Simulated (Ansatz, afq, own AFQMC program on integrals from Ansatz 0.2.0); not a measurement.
# NaC, quartet: AFQMC among the cluster methods

```xyz
2

C     0.0000    0.0000    0.0000
Na    0.0000    0.0000    4.2050
```

Basis cc-pVDZ. Only valence electrons are correlated. AFQMC by an in-house program on the Cholesky factors that Ansatz 0.2.0 writes for its CCSD(T) run. The CISD trial takes its coefficients from CCSD amplitudes. Released means that phaseless walkers are propagated on without the constraint, phases kept. Uncertainties: one standard error, sampling alone.

Determinant: UHF, the one that the program's search chose, which needn't be the lowest solution. The geometry is a point of a scan.

Full CI on the same integrals is exact in this basis and with this determinant's frozen core.

Cautions: lower spins were not checked; strong correlation (T1 0.053, weight of the determinant 0.92, largest double 0.07).

The T1 diagnostic is 0.0526. The weight of the determinant in the CISD state is 0.924. The ⟨S²⟩ of the determinant is 3.757 and the size of the correlated space is 5 electrons in 26 orbitals.

```tsv
level	correlation energy (eV)
MP2	-1.4567
CCSD	-2.0655
CCSD(T)	-2.0959
```

Q: Estimate where phaseless AFQMC with a CISD trial lies against CCSD(T) on the same integrals.

A: 0.03 ± 0.02 kcal/mol below CCSD(T). The gap is under twice the noise, so this walk alone can't tell the two apart.

Reference: full CI, correlation energy -2.109 eV. The released energy is read at 2.40 1/Eh (meV from the phaseless value at times in 1/Eh: -2.8 ± 1.8 at 0.24, -4.9 ± 1.3 at 0.51, -4.6 ± 1.4 at 0.99, -8.5 ± 1.5 at 1.62, -9.7 ± 1.0 at 2.40).

```tsv
level	E − E(reference) (kcal/mol)	share of correlation (%)
CCSD(T)	0.31	99.36
CCSDT	0.03	99.93
CCSDT(Q)	0.01	99.98
CCSDTQ	0.00	100.00
ph-AFQMC/CISD	0.28 ± 0.02	99.42
released AFQMC	0.06 ± 0.02	99.88
```

CCSDT and higher add their correlation energy to the determinant of the CCSD(T) run, since their own runs factorise the integrals more tightly (a shift of under 2 meV). A walk keeps the symmetry of its determinant, which the program's search chose and which needn't be the lowest solution, so a lower state of the same spin and another symmetry isn't excluded. Released energies are given only where the last usable release times agree within the noise; a slower fall can still hide under it.
